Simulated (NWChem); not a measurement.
All runs are NWChem calculations. System: nitrogen (N$_{2}$), charge 0, spin multiplicity 1, at a geometry optimised with PBE0/def2-SVP. Level: G0W0@PBE/def2-TZVP, RI basis def2-tzvp-rifit.

Input file:

```
start mol
memory heap 200 mb stack 700 mb global 1700 mb
geometry units angstroms nocenter noautoz
  N      0.000000     0.000000     0.548879
  N      0.000000     0.000000    -0.548879
  symmetry group D2h
end
basis spherical
  * library def2-tzvp
end
basis "ri basis" bse spherical
  * library def2-tzvp-rifit
end
dft
  xc xpbe96 cpbe96
  iterations 100
  direct
  tolerances tight
end
task dft energy
gw
  states alpha occ 4 vir 2
end
task dft gw
```

Output (cleaned and shortened):

```
             Northwest Computational Chemistry Package (NWChem) 7.3.0
             --------------------------------------------------------

                                NWChem Input Module
                                -------------------

 Scaling coordinates for geometry "geometry" by  1.889725989
 (inverse scale =  0.529177249)

 Turning off AUTOSYM since
 SYMMETRY directive was detected!

                             Geometry "geometry" -> ""
                             -------------------------

 Output coordinates in angstroms (scale by  1.889725989 to convert to a.u.)

  No.       Tag          Charge          X              Y              Z
 ---- ---------------- ---------- -------------- -------------- --------------
    1 N                    7.0000     0.00000000     0.00000000     0.54887900
    2 N                    7.0000     0.00000000     0.00000000    -0.54887900

 Effective nuclear repulsion energy (a.u.)      23.6205841369

            Nuclear Dipole moment (a.u.)
            ----------------------------
        X                 Y               Z
 ---------------- ---------------- ----------------
     0.0000000000     0.0000000000     0.0000000000

      Symmetry information
      --------------------

 Group name             D2h
 Group number             26
 Group order               8
 No. of unique centers     1

      Symmetry unique atoms

     1


 Summary of "ao basis" -> "" (spherical)
 ------------------------------------------------------------------------------
       Tag                 Description            Shells   Functions and Types
 ---------------- ------------------------------  ------  ---------------------
 *                         def2-tzvp                  on all atoms

 new library libraries.bse/

 Summary of "ri basis" -> "" (spherical)
 ------------------------------------------------------------------------------
       Tag                 Description            Shells   Functions and Types
 ---------------- ------------------------------  ------  ---------------------
 *                      def2-tzvp-rifit               on all atoms

  pbe96 is a nonlocal functional; adding pw91lda local functional.

                                 NWChem DFT Module
                                 -----------------

 Summary of "ao basis" -> "ao basis" (spherical)
 ------------------------------------------------------------------------------
       Tag                 Description            Shells   Functions and Types
 ---------------- ------------------------------  ------  ---------------------
 N                         def2-tzvp                11       31   5s3p2d1f

 Summary of "ao basis" -> "ao basis" (spherical)
 ------------------------------------------------------------------------------
       Tag                 Description            Shells   Functions and Types
 ---------------- ------------------------------  ------  ---------------------
 N                         def2-tzvp                11       31   5s3p2d1f

      Symmetry analysis of basis
      --------------------------

        ag         14
        au          3
        b1g         3
        b1u        14
        b2g         7
        b2u         7
        b3g         7
        b3u         7

            General Information
            -------------------
          SCF calculation type: DFT
          Wavefunction type:  closed shell.
          No. of atoms     :     2
          No. of electrons :    14
           Alpha electrons :     7
            Beta electrons :     7
          Charge           :     0
          Spin multiplicity:     1
          Use of symmetry is: on ; symmetry adaption is: on
          Maximum number of iterations: 100
          This is a Direct SCF calculation.
          AO basis - number of functions:    62
                     number of shells:    22
          Convergence on energy requested:  1.00D-06
          Convergence on density requested:  1.00D-05
          Convergence on gradient requested:  5.00D-04

              XC Information
              --------------
          PerdewBurkeErnzerhof Exchange Functional  1.000
            Perdew 1991 LDA Correlation Functional  1.000 local
           PerdewBurkeErnz. Correlation Functional  1.000 non-local

             Grid Information
             ----------------
          Grid used for XC integration:  medium
          Radial quadrature: Mura-Knowles
          Angular quadrature: Lebedev.
          Tag              B.-S. Rad. Rad. Pts. Rad. Cut. Ang. Pts.
          ---              ---------- --------- --------- ---------
          N                   0.65       49           6.0       434
          Grid pruning is: on
          Number of quadrature shells:    49
          Spatial weights used:  Erf1

          Convergence Information
          -----------------------
          Convergence aids based upon iterative change in
          total energy or number of iterations.
          Levelshifting, if invoked, occurs when the
          HOMO/LUMO gap drops below (HL_TOL):  1.00D-02
          DIIS, if invoked, will attempt to extrapolate
          using up to (NFOCK): 10 stored Fock matrices.

                    Damping( 0%)  Levelshifting(0.5)       DIIS
                  --------------- ------------------- ---------------
          dE  on:    start            ASAP                start
          dE off:    2 iters        100 iters           100 iters

      Screening Tolerance Information
      -------------------------------
          Density screening/tol_rho:  1.00D-10
          AO Gaussian exp screening on grid/accAOfunc:  14
[...]
  Numbering of irreducible representations:

     1 ag          2 au          3 b1g         4 b1u         5 b2g
     6 b2u         7 b3g         8 b3u

  Orbital symmetries:

     1 ag          2 b1u         3 ag          4 b1u         5 b3u
     6 b2u         7 ag          8 b3g         9 b2g        10 b1u
    11 ag         12 b2u        13 b3u        14 ag         15 b2g
    16 b3g        17 b1u

 !! scf_movecs_sym_adapt:   28 vectors were symmetry contaminated

  Symmetry fudging

 !! scf_movecs_sym_adapt:   28 vectors were symmetry contaminated

   convergence    iter        energy       DeltaE   RMS-Dens  Diis-err    time
 ---------------- ----- ----------------- --------- --------- ---------  ------
 d= 0,ls=0.0,diis     1   -109.4306930963 -1.33D+02  4.44D-03  3.77D-01     0.4

 !! scf_movecs_sym_adapt:   28 vectors were symmetry contaminated

  Symmetry fudging

 !! scf_movecs_sym_adapt:   28 vectors were symmetry contaminated

 d= 0,ls=0.0,diis     2   -109.4442913610 -1.36D-02  3.10D-03  7.40D-02     0.5

 !! scf_movecs_sym_adapt:   28 vectors were symmetry contaminated

  Symmetry fudging

 !! scf_movecs_sym_adapt:   28 vectors were symmetry contaminated

 d= 0,ls=0.0,diis     3   -109.4507260695 -6.43D-03  9.35D-04  1.12D-02     0.7

 !! scf_movecs_sym_adapt:   28 vectors were symmetry contaminated

  Symmetry fudging

 !! scf_movecs_sym_adapt:   28 vectors were symmetry contaminated

 d= 0,ls=0.0,diis     4   -109.4519242962 -1.20D-03  2.63D-05  3.57D-06     0.9

 !! scf_movecs_sym_adapt:   28 vectors were symmetry contaminated

  Symmetry fudging

 !! scf_movecs_sym_adapt:   28 vectors were symmetry contaminated

 d= 0,ls=0.0,diis     5   -109.4519247515 -4.55D-07  3.93D-06  1.21D-07     1.1

         Total DFT energy =     -109.451924751502
      One electron energy =     -194.594510837693
           Coulomb energy =       75.106488196179
    Exchange-Corr. energy =      -13.584486246916
 Nuclear repulsion energy =       23.620584136927

 Numeric. integr. density =       14.000000071331

     Total iterative time =      1.0s

                  Occupations of the irreducible representations
                  ----------------------------------------------

                     irrep           alpha         beta
                     --------     --------     --------
                     ag                3.0          3.0
                     au                0.0          0.0
                     b1g               0.0          0.0
                     b1u               2.0          2.0
                     b2g               0.0          0.0
                     b2u               1.0          1.0
                     b3g               0.0          0.0
                     b3u               1.0          1.0

                       DFT Final Molecular Orbital Analysis
                       ------------------------------------

 Vector    5  Occ=2.000000D+00  E=-4.260827D-01  Symmetry=b2u
              MO Center=  4.6D-31, -4.6D-17, -3.3D-17, r^2= 8.8D-01
   Bfn.  Coefficient  Atom+Function         Bfn.  Coefficient  Atom+Function
  ----- ------------  ---------------      ----- ------------  ---------------
     7      0.329428  1 N  py                38      0.329428  2 N  py
    10      0.263784  1 N  py                41      0.263784  2 N  py
    13      0.120208  1 N  py                44      0.120208  2 N  py
    21     -0.029298  1 N  d -1              52      0.029298  2 N  d -1

 Vector    6  Occ=2.000000D+00  E=-4.260827D-01  Symmetry=b3u
              MO Center=  3.1D-16, -3.3D-31,  6.7D-18, r^2= 8.8D-01
   Bfn.  Coefficient  Atom+Function         Bfn.  Coefficient  Atom+Function
  ----- ------------  ---------------      ----- ------------  ---------------
     6      0.329428  1 N  px                37      0.329428  2 N  px
     9      0.263784  1 N  px                40      0.263784  2 N  px
    12      0.120208  1 N  px                43      0.120208  2 N  px
    23      0.029298  1 N  d  1              54     -0.029298  2 N  d  1

 Vector    7  Occ=2.000000D+00  E=-3.750400D-01  Symmetry=ag
              MO Center= -8.5D-16, -8.6D-16, -6.1D-15, r^2= 1.3D+00
   Bfn.  Coefficient  Atom+Function         Bfn.  Coefficient  Atom+Function
  ----- ------------  ---------------      ----- ------------  ---------------
     8      0.344725  1 N  pz                39     -0.344725  2 N  pz
    11      0.231258  1 N  pz                42     -0.231258  2 N  pz
     5      0.207030  1 N  s                 36      0.207030  2 N  s
     4      0.161980  1 N  s                 35      0.161980  2 N  s
    14      0.112411  1 N  pz                45     -0.112411  2 N  pz

 Vector    8  Occ=0.000000D+00  E=-6.874818D-02  Symmetry=b2g
              MO Center= -8.2D-16, -2.0D-30, -4.4D-17, r^2= 1.3D+00
   Bfn.  Coefficient  Atom+Function         Bfn.  Coefficient  Atom+Function
  ----- ------------  ---------------      ----- ------------  ---------------
    12      0.461786  1 N  px                43     -0.461786  2 N  px
     6      0.368622  1 N  px                37     -0.368622  2 N  px
     9      0.333467  1 N  px                40     -0.333467  2 N  px

 Vector    9  Occ=0.000000D+00  E=-6.874818D-02  Symmetry=b3g
              MO Center= -2.0D-30,  4.2D-16,  1.3D-16, r^2= 1.3D+00
   Bfn.  Coefficient  Atom+Function         Bfn.  Coefficient  Atom+Function
  ----- ------------  ---------------      ----- ------------  ---------------
    13      0.461786  1 N  py                44     -0.461786  2 N  py
     7      0.368622  1 N  py                38     -0.368622  2 N  py
    10      0.333467  1 N  py                41     -0.333467  2 N  py

 Vector   10  Occ=0.000000D+00  E= 2.068857D-01  Symmetry=ag
              MO Center= -7.8D-32, -3.9D-31,  2.9D-17, r^2= 3.0D+00
   Bfn.  Coefficient  Atom+Function         Bfn.  Coefficient  Atom+Function
  ----- ------------  ---------------      ----- ------------  ---------------
     4      1.306095  1 N  s                 35      1.306095  2 N  s
     5     -1.215697  1 N  s                 36     -1.215697  2 N  s
    11      0.155134  1 N  pz                42     -0.155134  2 N  pz
     8      0.091535  1 N  pz                39     -0.091535  2 N  pz
     2     -0.080168  1 N  s                 33     -0.080168  2 N  s

 center of mass
 --------------
 x =   0.00000000 y =   0.00000000 z =   0.00000000

 moments of inertia (a.u.)
 ------------------
          30.130348656405           0.000000000000           0.000000000000
           0.000000000000          30.130348656405           0.000000000000
           0.000000000000           0.000000000000           0.000000000000

     Multipole analysis of the density
     ---------------------------------

     L   x y z        total         alpha         beta         nuclear
     -   - - -        -----         -----         ----         -------
     0   0 0 0     -0.000000     -7.000000     -7.000000     14.000000

     1   1 0 0     -0.000000     -0.000000     -0.000000      0.000000
     1   0 1 0     -0.000000     -0.000000     -0.000000      0.000000
     1   0 0 1     -0.000000     -0.000000     -0.000000      0.000000

     2   2 0 0     -7.599637     -3.799818     -3.799818      0.000000
     2   1 1 0      0.000000      0.000000      0.000000      0.000000
     2   1 0 1      0.000000      0.000000      0.000000      0.000000
     2   0 2 0     -7.599637     -3.799818     -3.799818      0.000000
     2   0 1 1      0.000000      0.000000      0.000000      0.000000
     2   0 0 2     -8.802610    -11.932241    -11.932241     15.061871

 Task  times  cpu:        1.1s     wall:        1.1s

                                NWChem Input Module
                                -------------------

                                 NWChem GW Module
                                 ----------------

                             ***********************
                             ***        GW       ***
                             ***********************

 Summary of "ri basis" -> "ri basis" (spherical)
 ------------------------------------------------------------------------------
       Tag                 Description            Shells   Functions and Types
 ---------------- ------------------------------  ------  ---------------------
 N                      def2-tzvp-rifit             22       76   8s6p4d3f1g

                 Memory Information
                 ------------------
          Available GA per process is          1700.0 MBs
          Available stack per process is        700.0 MBs
          Available heap per process is           0.0 MBs

          Peak memory in Initialization
              Peak GA per process is                  0.9 MBs
              Peak stack per process is               0.0 MBs
              Peak heap per process is                1.0 MBs
              Memory not in MA per process            0.0 MBs

          Peak memory in AFF Calculation
              Peak GA per process is                  2.2 MBs
              Peak stack per process is               1.1 MBs
              Peak heap per process is                0.0 MBs
              Memory not in MA per process            1.1 MBs

          Computing 2-center integrals
          Computing Inverse Cholesky factor
          Computing 3-center integrals
          Computing V_xc ...

          Computing Sigma_x
          Computing RPA polarizability
          Solving quasiparticle equations

                  Alpha Orbitals
          State     Energy (eV)     Error (eV)
          -----------------------------------
@GW         4        -17.573           0.003
@GW         5        -16.200           0.003
@GW         6        -16.200           0.003
@GW         7        -14.723           0.003
@GW         8          2.771           0.003
@GW         9          2.771           0.003

   Applying  -4.5179 eV scissor-shift to rest of particle states

   Applying   4.6420 eV scissor-shift to rest of hole states

     GW Timing Statistics
   ------------------------
   Init.   :          0.1s
     ERIs  :          0.2s
     Distr.:          0.0s
     Vxc   :          0.0s
   Sigma_x :          0.0s
   RPA     :          0.0s
   Wmn     :          0.0s
   Sigma_c :          0.0s
   GW total:          0.3s

 Task  times  cpu:        0.3s     wall:        0.3s

 Total times  cpu:        1.4s     wall:        1.4s
```
